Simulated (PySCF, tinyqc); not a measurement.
RHF in the sto-3g basis, for H2F+, spin multiplicity 1, step by step (part 2 of 2). The lowest restricted solution is unstable here: a spin-polarised one lies 0.0024 hartree lower (PySCF). Computed by tinyqc, a small Python program that keeps every step (integrals from PySCF). Command: `OMP_NUM_THREADS=1 python tinyqc.py 25555 25556 out.jsonl` (the two numbers bound the seeds that draw the settings). One thread of a shared host (Intel(R) Xeon(R) Processor @ 2.60GHz), about 0.08 s of CPU time with the checks.

Geometry (angstrom):
```
atom         x          y         z
F     0.000000   0.000000  0.000000
H     0.000000   1.225000  0.655000
H     0.000000  -1.272000  0.680000
```

## Iteration 2: diagonalisation and new density

extrapolated F (hartree):
```
             1F 1s      1F 2s     1F 2px     1F 2py     1F 2pz      2H 1s      3H 1s
1F 1s   -26.197604  -6.689852   0.000000  -0.000630  -0.006907  -0.468925  -0.416564
1F 2s    -6.689852  -3.307644   0.000000  -0.003538  -0.051252  -0.545746  -0.492587
1F 2px    0.000000   0.000000  -0.694083   0.000000   0.000000   0.000000   0.000000
1F 2py   -0.000630  -0.003538   0.000000  -0.702558  -0.000155  -0.303103   0.277578
1F 2pz   -0.006907  -0.051252   0.000000  -0.000155  -0.694987  -0.173361  -0.159608
2H 1s    -0.468925  -0.545746   0.000000  -0.303103  -0.173361  -0.464116  -0.076297
3H 1s    -0.416564  -0.492587   0.000000   0.277578  -0.159608  -0.076297  -0.450408
```

X:
```
                1          2          3         4          5          6         7
1F 1s   -0.557564   0.080385   0.573787  0.000000  -0.534553  -0.039474  0.358204
1F 2s    0.874850  -0.082212  -0.140239  0.000000  -0.203621  -0.033827  0.555669
1F 2px   0.000000   0.000000   0.000000  1.000000   0.000000   0.000000  0.000000
1F 2py   0.080499   0.762402  -0.014834  0.000000  -0.012666   0.681395  0.031277
1F 2pz   0.213283  -0.003965   0.718006  0.000000   0.656818   0.004175  0.147896
2H 1s   -0.516211  -0.570275  -0.310918  0.000000   0.277204   0.415497  0.380366
3H 1s   -0.374704   0.635614  -0.347389  0.000000   0.309265  -0.443887  0.331242
```

Diagonalise F' = X^T F X, C = X C', fill 5 alpha and 5 beta electrons from the bottom; D = 2 C_occ C_occ^T. Each column has its largest component positive (the first on a tie).

F' = X^T F X (hartree):
```
           1          2          3          4          5          6          7
1  -3.975900   0.628167   5.044598   0.000000  -5.183961  -0.412597   3.985120
2   0.628167  -0.255505  -0.837823   0.000000   0.881129  -0.048820  -0.722424
3   5.044598  -0.837823  -7.688121   0.000000   7.679666   0.642222  -6.799088
4   0.000000   0.000000   0.000000  -0.694083   0.000000   0.000000   0.000000
5  -5.183961   0.881129   7.679666   0.000000  -9.180261  -0.705522   7.560211
6  -0.412597  -0.048820   0.642222   0.000000  -0.705522  -0.867416   0.631523
7   3.985120  -0.722424  -6.799088   0.000000   7.560211   0.631523  -7.882082
```

orbital energies (hartree): MO1 -26.206772, MO2 -1.709551, MO3 -0.830566, MO4 -0.732662, MO5 -0.694083, MO6 -0.240358, MO7 -0.129378

coefficients C:
```
              MO1        MO2        MO3        MO4       MO5        MO6        MO7
1F 1s    0.995002  -0.257873   0.004730   0.036484  0.000000   0.064529   0.011928
1F 2s    0.020483   0.996106  -0.022876  -0.170566  0.000000  -0.341567  -0.065048
1F 2px   0.000000   0.000000   0.000000   0.000000  1.000000   0.000000   0.000000
1F 2py   0.000087   0.003657   0.804402  -0.035124  0.000000   0.074981  -0.632031
1F 2pz   0.000631   0.051845   0.029897   0.920454  0.000000  -0.399224  -0.064352
2H 1s   -0.002142   0.070474   0.331716   0.193817  0.000000   0.585302   0.766398
3H 1s   -0.001921   0.063423  -0.304683   0.215191  0.000000   0.777183  -0.565960
```

D after iteration 2:
```
            1F 1s      1F 2s    1F 2px     1F 2py     1F 2pz      2H 1s      3H 1s
1F 1s    2.115760  -0.485640  0.000000   0.003334   0.041962  -0.023330  -0.023713
1F 2s   -0.485640   2.044525  0.000000  -0.017531  -0.212052   0.059018   0.066803
1F 2px   0.000000   0.000000  2.000000   0.000000   0.000000   0.000000   0.000000
1F 2py   0.003334  -0.017531  0.000000   1.296619  -0.016182   0.520566  -0.504829
1F 2pz   0.041962  -0.212052  0.000000  -0.016182   1.701634   0.383938   0.384502
2H 1s   -0.023330   0.059018  0.000000   0.520566   0.383938   0.305143  -0.109774
3H 1s   -0.023713   0.066803  0.000000  -0.504829   0.384502  -0.109774   0.286330
```

## Iteration 9 (converged): orbitals

converged F (hartree):
```
             1F 1s      1F 2s     1F 2px     1F 2py     1F 2pz      2H 1s      3H 1s
1F 1s   -26.406965  -6.737998   0.000000  -0.000792  -0.013188  -0.471654  -0.419056
1F 2s    -6.737998  -3.430199   0.000000  -0.002051  -0.035670  -0.567144  -0.513837
1F 2px    0.000000   0.000000  -0.877546   0.000000   0.000000   0.000000   0.000000
1F 2py   -0.000792  -0.002051   0.000000  -0.699074   0.000765  -0.354015   0.329502
1F 2pz   -0.013188  -0.035670   0.000000   0.000765  -0.793669  -0.222339  -0.209779
2H 1s    -0.471654  -0.567144   0.000000  -0.354015  -0.222339  -0.502160  -0.062695
3H 1s    -0.419056  -0.513837   0.000000   0.329502  -0.209779  -0.062695  -0.486683
```

As before.

F' = X^T F X (hartree):
```
           1          2          3          4          5          6          7
1  -4.044138   0.644381   5.136172   0.000000  -5.196331  -0.407065   3.974016
2   0.644381  -0.197276  -0.851974   0.000000   0.884372  -0.012010  -0.721509
3   5.136172  -0.851974  -7.771033   0.000000   7.694401   0.646007  -6.857807
4   0.000000   0.000000   0.000000  -0.877546   0.000000   0.000000   0.000000
5  -5.196331   0.884372   7.694401   0.000000  -9.333590  -0.708175   7.590976
6  -0.407065  -0.012010   0.646007   0.000000  -0.708175  -0.945441   0.636093
7   3.974016  -0.721509  -6.857807   0.000000   7.590976   0.636093  -8.000977
```

orbital energies (hartree): MO1 -26.416044, MO2 -1.825450, MO3 -0.895768, MO4 -0.877546, MO5 -0.862248, MO6 -0.211043, MO7 -0.081901

coefficients C:
```
              MO1        MO2        MO3       MO4        MO5        MO6        MO7
1F 1s    0.995038  -0.258398   0.006032  0.000000   0.034912   0.062889   0.010331
1F 2s    0.020344   0.999281  -0.030205  0.000000  -0.168906  -0.333952  -0.056748
1F 2px   0.000000   0.000000   0.000000  1.000000   0.000000   0.000000   0.000000
1F 2py   0.000093   0.001848   0.753417  0.000000  -0.074612   0.072071  -0.689198
1F 2pz   0.000856   0.039089   0.079828  0.000000   0.900213  -0.438721  -0.059804
2H 1s   -0.002161   0.065065   0.391251  0.000000   0.199306   0.593904   0.729900
3H 1s   -0.001931   0.059911  -0.338005  0.000000   0.267141   0.753864  -0.556753
```

D after iteration 9:
```
            1F 1s      1F 2s    1F 2px     1F 2py     1F 2pz      2H 1s      3H 1s
1F 1s    2.116249  -0.488097  0.000000   0.003109   0.045322  -0.019290  -0.020229
1F 2s   -0.488097   2.056835  0.000000  -0.016613  -0.230767   0.038985   0.049832
1F 2px   0.000000   0.000000  2.000000   0.000000   0.000000   0.000000   0.000000
1F 2py   0.003109  -0.016613  0.000000   1.146416  -0.013901   0.560049  -0.548960
1F 2pz   0.045322  -0.230767  0.000000  -0.013901   1.636571   0.426385   0.431683
2H 1s   -0.019290   0.038985  0.000000   0.560049   0.426385   0.394077  -0.150199
3H 1s   -0.020229   0.049832  0.000000  -0.548960   0.431683  -0.150199   0.378409
```

## Convergence

Stop when the energy changes by less than 1e-08 hartree and every element of the error matrix X^T (F D S - S D F) X is below 3e-05.

Course of the cycle:
```
iteration   E (hartree)     change  largest element of the error matrix
1          -93.63179306          -                             6.02e-01
2          -98.42852440  -4.80e+00                             4.48e-01
3          -98.64779973  -2.19e-01                             1.36e-01
4          -98.66123768  -1.34e-02                             9.92e-03
5          -98.66134792  -1.10e-04                             1.63e-03
6          -98.66135416  -6.24e-06                             1.19e-03
7          -98.66135560  -1.44e-06                             1.44e-04
8          -98.66135568  -7.57e-08                             7.47e-06
9          -98.66135568  -1.66e-10                             1.60e-06
```

PySCF RHF in the same basis = -98.66135568 hartree

Converged in 9 iterations.

## Populations, bond orders and dipole

overlap S:
```
           1F 1s     1F 2s    1F 2px     1F 2py    1F 2pz     2H 1s      3H 1s
1F 1s   1.000000  0.237990  0.000000   0.000000  0.000000  0.016318   0.014495
1F 2s   0.237990  1.000000  0.000000   0.000000  0.000000  0.201407   0.182235
1F 2px  0.000000  0.000000  1.000000   0.000000  0.000000  0.000000   0.000000
1F 2py  0.000000  0.000000  0.000000   1.000000  0.000000  0.161863  -0.148106
1F 2pz  0.000000  0.000000  0.000000   0.000000  1.000000  0.086547   0.079176
2H 1s   0.016318  0.201407  0.000000   0.161863  0.086547  1.000000   0.049786
3H 1s   0.014495  0.182235  0.000000  -0.148106  0.079176  0.049786   1.000000
```

Mulliken: Z minus the diagonal of D S on the atom; Loewdin: the same with S^(1/2) D S^(1/2); Mayer order: 2 sum_s sum (D(s) S)_ij (D(s) S)_ji over the two atoms.

Charges (e):
```
atom  Mulliken   Loewdin
1F    0.016892  0.058248
2H    0.478310  0.456084
3H    0.504798  0.485668
```

Mayer bond orders:
```
pair     order
2-1   0.741275
3-1   0.715234
3-2   0.029945
```

dipole moment about the origin, x y z (debye): 0.000000  -0.261096  3.519531
